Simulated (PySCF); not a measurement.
**NS2: relaxation and vibrations of the doublet**

Aim: relax NS2 as a doublet from a linear start, check by its vibrations whether the end is a minimum, and collect its spectrum and constants.

The runs use PySCF 2.14.0; PBE0, basis N def2-TZVP, S def2-TZVP, no relativity, density fitting.

## Step 1: Where the work starts

3 atoms, charge 0, spin multiplicity 2.

Bond lengths: N1–S2 1.540 Å, N1–S3 1.540 Å. Angles: S2–N1–S3 180.0°.

Z-matrix (Å, degrees; charge 0 multiplicity 2):
```
N
S  1 1.5400
S  1 1.5400 2 180.00
```

## Step 2: Relaxing the doublet from the linear start

One driver script runs all steps and calls PySCF; scf.py shows how it sets up the SCF of each step. The optimiser is the driver's own. Before each start the driver seeks the lowest SCF state from one or more starting densities and follows internal instabilities, so scf.py alone need not reach the same state.

The program finds D∞h symmetry in the start, which this walk keeps.

scf.py reads:

```python
from pyscf import gto, scf, dft
mol = gto.M(atom='''
N      0.000000     0.000000     0.000000
S      0.000000     0.000000     1.540000
S      0.000000     0.000000    -1.540000''',
    basis={'N': 'def2-TZVP', 'S': 'def2-TZVP'},
    charge=0, spin=1)
mf = dft.UKS(mol, xc='PBE0')
mf.grids.atom_grid = (50, 194)
aux = {'N': 'def2-universal-JKFIT', 'S': 'def2-universal-JKFIT'}
mf = mf.density_fit(auxbasis=aux)
mf.kernel()
```

After this run come: Vibrations and properties at this point; Downhill along the imaginary mode; Is it a minimum? Harmonic modes.

**Question.** What will these runs give? Wanted: minimum; geometry; wavenumbers; dipole moment; highest occupied, lowest empty level; polar-tensor charge of N1; zero-point energy; atomisation energy; ⟨S²⟩.

The runs gave:

| quantity | value |
| --- | --- |
| minimum | doublet, C2v |
| geometry | N–S 1.540 Å (×2); S–N–S 154.5° |
| wavenumbers (cm⁻¹) | 262 (a1), 698 (a1), 1321 (b2) |
| dipole moment | 0.31 D |
| highest occupied, lowest empty level (either spin) | -6.01, -3.45 eV |
| polar-tensor charge of N1 | +0.58 e |
| zero-point energy | 13.6 kJ/mol |
| entropy at 298.15 K | 262.6 J/(mol K) |
| atomisation energy (no zero-point energy) | 760 kJ/mol |
| ⟨S²⟩ | 0.757 |

**Reading.** The linear start (D∞h) ends in a minimum of C2v symmetry, after a stop at a saddle point 5.3 kJ/mol higher, from which it was pushed off along an imaginary mode. The strongest infrared band lies at 1321 cm⁻¹ (b2). Only this shape and spin were tried, so other structures or states may lie lower.
